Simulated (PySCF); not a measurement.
# C4H9N: excited states, first hyperpolarisability

Aim: compute the excited states, first hyperpolarisability of C4H9N (`NCC1CC1`).

Programs: PySCF 2.14.0, with routines of our own; each step states its level. All values are computed. Atoms count from 0.

### 1 The starting structure

14 atoms, charge 0, multiplicity 1; geometry from: GFN2-xTB.

### 2 Relaxing the molecule at PBE0-D3(BJ)/def2-TZVP

The job: settings as JSON, then the geometry in Å.

```
{"job": {"xc": "PBE0", "basis": "def2-TZVP", "d3": "d3bj", "grid": 2, "kind": "geom"}, "charge": 0, "multiplicity": 1}
N      2.081687     0.237831     0.279474
C      0.961422    -0.595121    -0.135222
C     -0.302775    -0.107475     0.531677
C     -1.152074     0.924271    -0.147303
C     -1.638668    -0.488242    -0.027083
H      2.936354    -0.062420    -0.176017
H      1.909077     1.202378     0.015213
H      0.810921    -0.612133    -1.228892
H      1.177954    -1.618917     0.188286
H     -0.207588    -0.041677     1.607630
H     -1.625503     1.685342     0.453685
H     -0.849031     1.271467    -1.124209
H     -1.659010    -1.096109    -0.919371
H     -2.443443    -0.699667     0.659968
```

Launch:

```
$ OMP_NUM_THREADS=1 python excited_run.py task.json out
```

One launch serves the whole session: the jobs run in the order shown.

The program printed:

```text
step   0  E = -212.38825703  max force = 0.006183
step   1  E = -212.38840417  max force = 0.001964
step   2  E = -212.38854500  max force = 0.000785
step   3  E = -212.38861965  max force = 0.000588
step   4  E = -212.38864436  max force = 0.000497
step   5  E = -212.38866193  max force = 0.000535
step   6  E = -212.38866693  max force = 0.000348
optimisation converged
```

Run time: 42 s. Hardware: 1 thread of AMD EPYC 9R45, shared host; peak memory 0.86 GiB.

The steps of the relaxation:

| step | energy from step 0 (eV) | largest force component (eV/Å) |
| --- | --- | --- |
| 0 | 0.0000 | 0.3179 |
| 1 | -0.0040 | 0.1010 |
| 2 | -0.0078 | 0.0404 |
| 3 | -0.0099 | 0.0302 |
| 4 | -0.0105 | 0.0256 |
| 5 | -0.0110 | 0.0275 |
| 6 | -0.0112 | 0.0179 |

Close pairs (by a distance rule), those that changed most:

| bond | before (Å) | after (Å) | change (Å) |
| --- | --- | --- | --- |
| C1–C2 | 1.510 | 1.499 | -0.011 |
| C3–H11 | 1.080 | 1.085 | +0.004 |
| C4–H12 | 1.080 | 1.084 | +0.004 |
| C4–H13 | 1.079 | 1.083 | +0.003 |
| C3–H10 | 1.079 | 1.082 | +0.003 |
| C2–C4 | 1.497 | 1.494 | -0.003 |
| C2–H9 | 1.082 | 1.085 | +0.003 |
| N0–C1 | 1.456 | 1.454 | -0.002 |

The final coordinates are the input of the step that follows.

| at the end point | value |
| --- | --- |
| point group (found at 0.08 Å tolerance) | C1 |
| rotational constants (GHz, main isotopes) | 12.489, 3.230, 2.893 |
| dipole moment (D) | 1.14 |

### 3 Excited states: TDA CAM-B3LYP/def2-TZVPD

The job: settings as JSON, then the geometry in Å.

```
{"job": {"kind": "states", "xc": "CAM-B3LYP", "basis": "def2-TZVPD", "tda": true, "soc": true, "nstates": 6, "ntriplets": 5, "nquad": 4}, "charge": 0, "multiplicity": 1}
N      1.991616    -0.458735     0.480814
C      0.687802    -0.904229     0.016041
C     -0.384880     0.018970     0.511058
C     -0.703152     1.255060    -0.277620
C     -1.680456     0.119127    -0.226279
H      2.725223    -1.067519     0.141388
H      2.184079     0.471531     0.128934
H      0.602549    -0.973723    -1.081956
H      0.515145    -1.912373     0.407887
H     -0.425391     0.115591     1.591000
H     -0.943264     2.165883     0.255766
H     -0.164932     1.407086    -1.206840
H     -1.800974    -0.482405    -1.119702
H     -2.587798     0.250761     0.349302
```

Level: TDA CAM-B3LYP/def2-TZVPD excited states, vertical, gas phase, spin-orbit mean-field couplings.

The program printed:

```text
coarse grid: 10992 points
cycle   1  E = -212.4907370843  dE =  7.371e-01  |g| = 3.795e-01  |ddm| = 3.642e+00
cycle   2  E = -212.4981372561  dE = -7.400e-03  |g| = 3.710e-01  |ddm| = 2.280e+00
cycle   3  E = -212.5269097280  dE = -2.877e-02  |g| = 4.015e-02  |ddm| = 8.062e-01
cycle   4  E = -212.5271876869  dE = -2.780e-04  |g| = 1.823e-02  |ddm| = 1.326e-01
cycle   5  E = -212.5272573633  dE = -6.968e-05  |g| = 4.699e-03  |ddm| = 3.419e-02
cycle   6  E = -212.5272626185  dE = -5.255e-06  |g| = 7.243e-04  |ddm| = 1.648e-02
final grid: 104176 points
cycle   7  E = -212.5199025944  dE = -5.007e-05  |g| = 4.776e-03  |ddm| = 2.293e-01
cycle   8  E = -212.5199033835  dE = -7.890e-07  |g| = 4.549e-03  |ddm| = 2.436e-02
cycle   9  E = -212.5199080777  dE = -4.694e-06  |g| = 3.159e-04  |ddm| = 8.696e-03
cycle  10  E = -212.5199080938  dE = -1.607e-08  |g| = 2.186e-04  |ddm| = 1.664e-03
cycle  11  E = -212.5199081037  dE = -9.902e-09  |g| = 3.657e-05  |ddm| = 4.269e-04
cycle  12  E = -212.5199081041  dE = -3.503e-10  |g| = 9.603e-06  |ddm| = 1.622e-04
converged SCF energy = -212.5199081041

Singlet excitations
state   eV       nm        f     d(h-e)  d(exc)  Lambda  PR(NTO)  |dmu|/D   mu/D   main configurations
  1   6.0203   205.9   0.01395   1.019   3.042   0.300   1.006    4.715    4.199   H->L 0.80
  2   7.0026   177.1   0.01761   1.034   3.637   0.222   1.014    3.367    2.828   H->L+2 0.47, H->L+1 0.30, H->L+4 0.10
  3   7.3322   169.1   0.05555   1.746   3.897   0.248   1.025    6.061    5.278   H->L+3 0.69, H->L+5 0.10
  4   7.3774   168.1   0.00384   2.195   4.111   0.234   1.041    8.442    9.101   H->L+1 0.28, H->L+2 0.27, H->L+3 0.16
  5   7.7415   160.2   0.01245   0.873   3.666   0.265   1.072                     H-1->L 0.70, H-1->L+2 0.12
  6   7.9256   156.4   0.00743   0.633   3.518   0.265   1.392                     H-2->L 0.36, H-2->L+1 0.32, H-1->L+1 0.09

Triplet excitations (Tamm-Dancoff)
state   eV     d(h-e)  d(exc)  Lambda  PR(NTO)   main configurations
  1   5.7532   0.985   2.911   0.299   1.008   H->L 0.74, H->L+1 0.09
  2   6.8675   1.026   3.514   0.227   1.025   H->L+2 0.46, H->L+1 0.27, H->L+4 0.11
  3   7.1573   1.499   3.647   0.255   1.037   H->L+3 0.55, H->L+5 0.16, H->L 0.08
  4   7.2527   1.986   3.897   0.239   1.052   H->L+1 0.24, H->L+3 0.23, H->L+2 0.19
  5   7.6000   0.837   3.541   0.268   1.113   H-1->L 0.62, H-1->L+2 0.16
S1 - T1 = 0.2671 eV

Spin-orbit couplings |<S|Hso|T>| (cm-1)
             T1       T2       T3       T4       T5
S0        8.852    8.798    7.300    8.410    3.941
S1        0.037    2.915    4.127    1.386    2.009
S2        2.634    0.602    2.436    1.279    0.669
S3        3.530    2.491    0.307    2.425    1.543
S4        1.255    1.233    2.418    0.402    2.537
S5        2.035    0.714    1.493    2.046    0.681
S6        1.916    1.648    2.558    5.100    9.195
T1 sublevels (cm-1): 0.000 0.001 0.002   radiative rates (1/s): 26.5 60.8 23.7
```

Wall time 19 s (1 thread of AMD EPYC 9R45, shared host); peak memory 0.94 GiB.

From this job:

| quantity | value |
| --- | --- |
| S1 less T1 | 0.27 eV |

### 4 Excited states: TDDFT CAM-B3LYP/def2-TZVPD

The job, as its differences from that of step 3:

```diff
@@ -1,2 +1,2 @@
-{"job": {"kind": "states", "xc": "CAM-B3LYP", "basis": "def2-TZVPD", "tda": true, "soc": true, "nstates": 6, "ntriplets": 5, "nquad": 4}, "charge": 0, "multiplicity": 1}
+{"job": {"kind": "states", "xc": "CAM-B3LYP", "basis": "def2-TZVPD", "tpa": true, "nstates": 8, "nquad": 6, "ntriplets": 0}, "charge": 0, "multiplicity": 1}
 N      1.991616    -0.458735     0.480814
```

With the program's defaults for keys left out, this is: TDDFT CAM-B3LYP/def2-TZVPD excited states, vertical, gas phase, two-photon moments by quadratic response.

The program printed:

```text
coarse grid: 10992 points
cycle   1  E = -212.4907370843  dE =  7.371e-01  |g| = 3.795e-01  |ddm| = 3.642e+00
cycle   2  E = -212.4981372561  dE = -7.400e-03  |g| = 3.710e-01  |ddm| = 2.280e+00
cycle   3  E = -212.5269097280  dE = -2.877e-02  |g| = 4.015e-02  |ddm| = 8.062e-01
cycle   4  E = -212.5271876869  dE = -2.780e-04  |g| = 1.823e-02  |ddm| = 1.326e-01
cycle   5  E = -212.5272573633  dE = -6.968e-05  |g| = 4.699e-03  |ddm| = 3.419e-02
cycle   6  E = -212.5272626185  dE = -5.255e-06  |g| = 7.243e-04  |ddm| = 1.648e-02
final grid: 104176 points
cycle   7  E = -212.5199025944  dE = -5.007e-05  |g| = 4.776e-03  |ddm| = 2.293e-01
cycle   8  E = -212.5199033835  dE = -7.890e-07  |g| = 4.549e-03  |ddm| = 2.436e-02
cycle   9  E = -212.5199080777  dE = -4.694e-06  |g| = 3.159e-04  |ddm| = 8.696e-03
cycle  10  E = -212.5199080938  dE = -1.607e-08  |g| = 2.186e-04  |ddm| = 1.664e-03
cycle  11  E = -212.5199081037  dE = -9.902e-09  |g| = 3.657e-05  |ddm| = 4.269e-04
cycle  12  E = -212.5199081041  dE = -3.503e-10  |g| = 9.603e-06  |ddm| = 1.622e-04
converged SCF energy = -212.5199081041

Singlet excitations
state   eV       nm        f     d(h-e)  d(exc)  Lambda  PR(NTO)  |dmu|/D   mu/D   delta(TPA)   sigma/GM   main configurations
  1   6.0073   206.4   0.01269   1.030   3.049   0.301   1.007    4.726    4.210       30.30      0.401   H->L 0.79
  2   6.9965   177.2   0.01615   1.045   3.641   0.222   1.014    3.400    2.856       11.67      0.209   H->L+2 0.47, H->L+1 0.30, H->L+4 0.10
  3   7.3206   169.4   0.05169   1.691   3.886   0.247   1.024    5.765    5.030        8.59      0.169   H->L+3 0.71, H->L+5 0.09
  4   7.3692   168.2   0.00272   2.132   4.112   0.235   1.043    8.127    8.762       81.34      1.618   H->L+1 0.29, H->L+2 0.27, H->L+3 0.13
  5   7.7338   160.3   0.01185   0.871   3.666   0.265   1.074    3.719    3.441       51.17      1.121   H-1->L 0.70, H-1->L+2 0.12
  6   7.9174   156.6   0.00698   0.648   3.518   0.265   1.388    3.392    3.746       39.19      0.900   H-2->L 0.36, H-2->L+1 0.33, H-1->L+1 0.09
  7   7.9857   155.3   0.00875   0.134   3.670   0.280   1.456                                            H-1->L+1 0.33, H-1->L+3 0.21, H-1->L 0.15
  8   8.0949   153.2   0.02207   0.676   3.809   0.281   1.691                                            H-1->L+2 0.27, H-1->L+1 0.21, H-1->L+3 0.19
```

Wall time 23 s (1 thread of AMD EPYC 9R45, shared host); peak memory 1 GiB.

### 5 First hyperpolarisability: quadratic response CAM-B3LYP/def2-TZVPD

The job, as its differences from that of step 4:

```diff
@@ -1,2 +1,2 @@
-{"job": {"kind": "states", "xc": "CAM-B3LYP", "basis": "def2-TZVPD", "tpa": true, "nstates": 8, "nquad": 6, "ntriplets": 0}, "charge": 0, "multiplicity": 1}
+{"job": {"kind": "beta", "xc": "CAM-B3LYP", "basis": "def2-TZVPD"}, "charge": 0, "multiplicity": 1}
 N      1.991616    -0.458735     0.480814
```

Method: quadratic response CAM-B3LYP/def2-TZVPD first hyperpolarisability, Taylor convention, gas phase.

The program printed:

```text
coarse grid: 10992 points
cycle   1  E = -212.4907370843  dE =  7.371e-01  |g| = 3.795e-01  |ddm| = 3.642e+00
cycle   2  E = -212.4981372561  dE = -7.400e-03  |g| = 3.710e-01  |ddm| = 2.280e+00
cycle   3  E = -212.5269097280  dE = -2.877e-02  |g| = 4.015e-02  |ddm| = 8.062e-01
cycle   4  E = -212.5271876869  dE = -2.780e-04  |g| = 1.823e-02  |ddm| = 1.326e-01
cycle   5  E = -212.5272573633  dE = -6.968e-05  |g| = 4.699e-03  |ddm| = 3.419e-02
cycle   6  E = -212.5272626185  dE = -5.255e-06  |g| = 7.243e-04  |ddm| = 1.648e-02
final grid: 104176 points
cycle   7  E = -212.5199025944  dE = -5.007e-05  |g| = 4.776e-03  |ddm| = 2.293e-01
cycle   8  E = -212.5199033835  dE = -7.890e-07  |g| = 4.549e-03  |ddm| = 2.436e-02
cycle   9  E = -212.5199080777  dE = -4.694e-06  |g| = 3.159e-04  |ddm| = 8.696e-03
cycle  10  E = -212.5199080938  dE = -1.607e-08  |g| = 2.186e-04  |ddm| = 1.664e-03
cycle  11  E = -212.5199081037  dE = -9.902e-09  |g| = 3.657e-05  |ddm| = 4.269e-04
cycle  12  E = -212.5199081041  dE = -3.503e-10  |g| = 9.603e-06  |ddm| = 1.622e-04
converged SCF energy = -212.5199081041

Lowest singlets (eV, f): 6.0073 0.0127  6.9965 0.0162  7.3206 0.0517

First hyperpolarisability (au)
process     nm      |vector|   parallel      HRS      DR
static         -       37.68     -21.97      18.52   3.264
shg       1907.0       38.80     -22.66      19.16   3.242
eope      1907.0       38.05      -22.2          -       -
shg       1064.0       41.50     -24.32      20.74   3.178
eope      1064.0       38.88     -22.71          -       -
```

It took 17 s on 1 thread of AMD EPYC 9R45, shared host; peak memory 0.96 GiB.

### 6 Excited states: TDA CAM-B3LYP/def2-TZVPD in ethanol

The job, as its differences from that of step 5:

```diff
@@ -1,2 +1,2 @@
-{"job": {"kind": "beta", "xc": "CAM-B3LYP", "basis": "def2-TZVPD"}, "charge": 0, "multiplicity": 1}
+{"job": {"kind": "states", "xc": "CAM-B3LYP", "basis": "def2-TZVPD", "tda": true, "soc": true, "nstates": 6, "ntriplets": 5, "nquad": 4, "solvent": "ethanol"}, "charge": 0, "multiplicity": 1}
 N      1.991616    -0.458735     0.480814
```

Level: TDA CAM-B3LYP/def2-TZVPD excited states, vertical, IEF-PCM ethanol (non-equilibrium response), spin-orbit mean-field couplings.

The program printed:

```text
coarse grid: 10992 points
cycle   1  E = -212.5006122287  dE =  7.276e-01  |g| = 3.640e-01  |ddm| = 3.646e+00
cycle   2  E = -212.5092998387  dE = -8.688e-03  |g| = 3.458e-01  |ddm| = 2.257e+00
cycle   3  E = -212.5339466204  dE = -2.465e-02  |g| = 3.752e-02  |ddm| = 7.322e-01
cycle   4  E = -212.5342100639  dE = -2.634e-04  |g| = 1.688e-02  |ddm| = 1.614e-01
cycle   5  E = -212.5342711151  dE = -6.105e-05  |g| = 4.513e-03  |ddm| = 3.711e-02
cycle   6  E = -212.5342767739  dE = -5.659e-06  |g| = 7.168e-04  |ddm| = 2.437e-02
final grid: 104176 points
cycle   7  E = -212.5268780213  dE = -5.031e-05  |g| = 4.666e-03  |ddm| = 2.328e-01
cycle   8  E = -212.5268790219  dE = -1.001e-06  |g| = 4.342e-03  |ddm| = 2.465e-02
cycle   9  E = -212.5268832825  dE = -4.261e-06  |g| = 2.993e-04  |ddm| = 8.947e-03
cycle  10  E = -212.5268832976  dE = -1.507e-08  |g| = 2.123e-04  |ddm| = 1.709e-03
cycle  11  E = -212.5268833069  dE = -9.268e-09  |g| = 3.357e-05  |ddm| = 4.959e-04
cycle  12  E = -212.5268833072  dE = -3.280e-10  |g| = 9.468e-06  |ddm| = 1.473e-04
converged SCF energy = -212.5268833072

Singlet excitations
state   eV       nm        f     d(h-e)  d(exc)  Lambda  PR(NTO)  |dmu|/D   mu/D   main configurations
  1   6.3001   196.8   0.02210   0.819   3.043   0.299   1.006    4.285    3.908   H->L 0.74, H->L+1 0.10
  2   7.2192   171.7   0.02885   1.197   3.696   0.235   1.021    4.539    4.072   H->L+2 0.39, H->L+1 0.39, H->L+4 0.13
  3   7.4568   166.3   0.04975   1.827   3.870   0.242   1.032    7.354    8.330   H->L+3 0.81
  4   7.5990   163.2   0.02327   1.741   4.094   0.261   1.172    6.855    6.326   H->L+2 0.27, H->L 0.16, H->L+5 0.14
  5   7.8270   158.4   0.00904   0.820   3.689   0.278   1.180                     H-1->L 0.59, H-1->L+2 0.14
  6   7.9855   155.3   0.00903   0.846   3.496   0.268   1.378                     H-2->L 0.38, H-2->L+1 0.29

Triplet excitations (Tamm-Dancoff)
state   eV     d(h-e)  d(exc)  Lambda  PR(NTO)   main configurations
  1   6.0506   0.760   2.918   0.298   1.009   H->L 0.69, H->L+1 0.12
  2   7.1020   1.197   3.585   0.241   1.035   H->L+2 0.38, H->L+1 0.32, H->L+4 0.14
  3   7.2908   1.476   3.675   0.247   1.040   H->L+3 0.76
  4   7.4795   1.326   3.835   0.266   1.220   H->L+2 0.26, H->L+5 0.18, H->L 0.14
  5   7.6885   0.830   3.555   0.280   1.278   H-1->L 0.53, H-1->L+2 0.15
S1 - T1 = 0.2495 eV

Spin-orbit couplings |<S|Hso|T>| (cm-1)
             T1       T2       T3       T4       T5
S0        8.328    6.250    0.374   10.195    4.831
S1        0.141    1.609    3.284    3.618    1.270
S2        1.952    0.576    1.906    1.887    0.789
S3        2.406    2.099    0.543    2.908    1.634
S4        3.452    1.937    3.038    0.322    3.704
S5        1.301    0.535    1.293    3.142    0.377
S6        1.682    2.233    2.968    6.358    7.785
T1 sublevels (cm-1): 0.000 0.000 0.001   radiative rates (1/s): 23.4 42.3 16
```

Run time: 20 s. Hardware: 1 thread of AMD EPYC 9R45, shared host; peak memory 1.1 GiB.

From this job:

| quantity | value |
| --- | --- |
| S1 less T1 | 0.25 eV |

### 7 Results

| quantity | value |
| --- | --- |
| point group | C1 |
| rotational constants (main isotopes) | 12.49, 3.23, 2.89 GHz |
| S1 less T1 (step 3, TDA CAM-B3LYP/def2-TZVPD) | 0.27 eV |
| β vector (step 5, quadratic response CAM-B3LYP/def2-TZVPD) | static 38, SHG 1907.0 nm 39, SHG 1064.0 nm 42 au |
| S1 less T1 (step 6, TDA CAM-B3LYP/def2-TZVPD in ethanol) | 0.25 eV |

The optimisation took 6 steps and gained 0.011 eV; among the close pairs (by a distance rule), C1–C2 changed most, from 1.510 to 1.499 Å. In step 3, the number of triplets below S1 is 1, and the largest singlet-triplet spin-orbit coupling is S6–T5, 9.20 cm⁻¹. β grows from 38 au (static) to 42 au for doubling at 1064.0 nm: normal dispersion, which grows as twice the photon energy moves toward the bright states. In step 6, the number of triplets below S1 is 1, and the largest singlet-triplet spin-orbit coupling is S0–T4, 10.20 cm⁻¹.
